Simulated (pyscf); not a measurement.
Cl–BH–Cl + ethylene (H₂C=CH₂) -> Cl–BH–CH₂–CH₂–Cl (addition across a multiple bond or ene-type step; singlet surface; B–Cl broken, C–Cl, B–C formed). Single points on ωB97X-D3(BJ)/def2-SVP structures (PySCF, gas phase). Energies in eV from the separated reactants.

```
level                      barrier  reaction energy
----------------------  ----------  ---------------
ωB97X-D3(BJ)/def2-TZVP        0.83            -0.22
PBE/def2-TZVP                 0.72            -0.03
r²SCAN/def2-TZVP              0.73            -0.10
B3LYP-D3(BJ)/def2-TZVP  (withheld)            -0.03
M06-2X/def2-TZVP        (withheld)       (withheld)
ωB97M-D3(BJ)/def2-TZVP        0.91            -0.09
```

Question: What belongs in the gaps?

Answer: 
- B3LYP-D3(BJ)/def2-TZVP, barrier: 0.92
- M06-2X/def2-TZVP, barrier: 0.88
- M06-2X/def2-TZVP, reaction energy: -0.14

The functionals in the table span 0.20 eV in this barrier, from PBE to B3LYP-D3(BJ). One saddle was located; it need not be the lowest between these sides.
